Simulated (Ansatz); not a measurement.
AlH2ClO, singlet: at a first-order saddle point.

Input (in.yaml):

```yaml
crystal:
  periodic: [false, false, false]
  atoms:
    - {symbol: Al, position_ang: [-0.260409, -0.831912, 0.441336]}
    - {symbol: O, position_ang: [0.321023, 0.361156, -0.796029]}
    - {symbol: H, position_ang: [-0.666116, -0.451721, -1.183733]}
    - {symbol: Cl, position_ang: [0.240505, -0.401204, 2.455127]}
    - {symbol: H, position_ang: [0.364996, 1.323681, -0.916701]}
basis:
  gaussian: {orbitals: def2-TZVPP}
hamiltonian: {xc: r2scan, dispersion: d4}
```

Launched with

```bash
ansatz run in.yaml --threads 2 --pin off --events-out ev --progress --plain --max-ram 4352MiB
```

Output of Ansatz 0.2.0:

```
Functional definition: r2SCAN
  name "r2SCAN"
  cite "Furness, Kaplan, Ning, Perdew & Sun, J. Phys. Chem. Lett. 11, 8208 (2020) doi:10.1021/acs.jpclett.0c02405"
  cite "Furness, Kaplan, Ning, Perdew & Sun, J. Phys. Chem. Lett. 11, 9248 (2020) doi:10.1021/acs.jpclett.0c03077"
  parent r2scan
  parameter k0 = 0.174
  parameter k1 = 0.065
  parameter a1 = 4.9479
  exchange = r2scan_x(k0 = k0, k1 = k1, a1 = a1)
  correlation = r2scan_c
832 factors; their error is unknown
mean field evaluation 1: about -21191.0086 eV, gradient 6.4e1 eV
mean field evaluation 2: about -21111.8736 eV, gradient 1.8e2 eV
mean field evaluation 4: about -21198.2298 eV, gradient 1.4e1 eV
mean field evaluation 8: about -21198.6656 eV, gradient 2.2e-1 eV
mean field evaluation 16: about -21198.6517 eV, gradient 5.8e-4 eV
mean field -21198.65173476 eV, -779.0360822903 hartree, gradient 7.3e-5 eV, S^2 0.000000; 0 other end points of the search recorded, 0 dependent functions left out
reference -21198.65174519 eV, -779.0360826737 hartree; 20, 20 occupied and 123, 123 virtual orbitals, 832 factors
Total energy: -21198.66894047 eV, -779.0367145883 hartree
```

Hardware: 2 CPU threads of an Arm Neoverse V2, shared host. Wall time about 2.5 s.
